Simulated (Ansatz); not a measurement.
**C4H4F2: up Jacob's ladder to CCSD(T)**

How much do the methods differ for C4H4F2? The plan is to run it at one geometry with functionals of several rungs and with coupled cluster, and see how far each lands from CCSD(T) at the basis-set limit for the atomisation energy.

The runs use Ansatz 0.2.0, Gaussian basis; functionals in def2-TZVPP, the program's frozen cores in correlated methods.

Plan: PBE-D4, r2SCAN-D4, PBE0-D4, B3LYP-D4, ωB97X-V, ωB97M-V, B2PLYP; CCSD(T)/def2-TZVPP; MP2/def2-QZVPP; extrapolation to the limit.

### Step 1. Structure used throughout

An earlier PBE0-D4 in a triple-zeta def2 set relaxation fixed the geometry.

SMILES `C=C/C(F)=C/F`, 10 atoms, charge 0, spin multiplicity 1.

Atoms are counted from 1 here; the program's logs count them from 0.

Bond lengths: C1–C2 1.331 Å, C1–H7 1.083 Å, C1–H8 1.082 Å, C2–C3 1.442 Å, C2–H9 1.085 Å, C3–F4 1.335 Å, C3–C5 1.332 Å, C5–F6 1.327 Å, C5–H10 1.081 Å. Angles: C2–C1–H7 121.4°, C2–C1–H8 120.9°, H7–C1–H8 117.7°, C1–C2–C3 124.0°, C1–C2–H9 120.7°, C3–C2–H9 115.3°, C2–C3–F4 116.7°, C2–C3–C5 123.8°, F4–C3–C5 119.5°, C3–C5–F6 122.2°, C3–C5–H10 123.0°, F6–C5–H10 114.8°.

### Step 2. PBE-D4 (GGA)

in.yaml

```yaml
crystal:
  periodic: [false, false, false]
  atoms:
    - {symbol: C, position_ang: [0.701729, -1.574091, -0.650763]}
    - {symbol: C, position_ang: [0.581875, -0.459001, 0.065146]}
    - {symbol: C, position_ang: [-0.541103, 0.441351, -0.024588]}
    - {symbol: F, position_ang: [-1.505958, 0.113093, -0.886347]}
    - {symbol: C, position_ang: [-0.656190, 1.556482, 0.694717]}
    - {symbol: F, position_ang: [-1.705243, 2.362505, 0.585940]}
    - {symbol: H, position_ang: [-0.060136, -1.873630, -1.359806]}
    - {symbol: H, position_ang: [1.567838, -2.213670, -0.542509]}
    - {symbol: H, position_ang: [1.352339, -0.169302, 0.772775]}
    - {symbol: H, position_ang: [0.090149, 1.876866, 1.408734]}
basis:
  gaussian: {orbitals: def2-TZVPP}
hamiltonian: {xc: pbe, dispersion: d4}
output: {forces: true, orbitals: {seedname: orbitals}}
```

Further steps of the session: r2SCAN-D4 (meta-GGA); PBE0-D4 (hybrid); B3LYP-D4 (hybrid); ωB97X-V (range-separated); ωB97M-V (range-separated); B2PLYP (double hybrid); CCSD(T) in def2-TZVPP; MP2 in def2-QZVPP.

**Question.** What will the summary of the whole plan be? Wanted: atomisation energy, CCSD(T)/CBS; farthest; mean size of error, hybrid; mean size of error, range-separated; gap, smallest and largest; T1 diagnostic; triples share of the correlation energy.

The runs gave:

| quantity | value |
| --- | --- |
| atomisation energy, CCSD(T)/CBS | 44.398 eV |
| functionals within 0.222 eV (0.5 %) | B3LYP-D4, ωB97X-V |
| farthest | PBE-D4 (+1.999 eV) |
| mean size of error, hybrid | 0.420 eV |
| mean size of error, range-separated | 0.157 eV |
| gap, smallest and largest | 3.87 eV (PBE-D4), 10.22 eV (ωB97X-V) |
| T1 diagnostic | 0.0125 |
| triples share of the correlation energy | 3.9 % |

What this shows: PBE-D4 misses by +1.999 eV. Double hybrids carry the basis error of their MP2 part in triple zeta, and no dispersion term here, so their miss is partly the set-up's. The reference freezes the cores and leaves out relativity and excitations past (T), so misses under about 0.222 eV can't be ranked. Hartree-Fock recovers 72 % of the binding; the rest is correlation. Orbital gaps span 3.9 to 10.2 eV; exact exchange widens them. The restricted reference is unstable towards a spin-broken one.
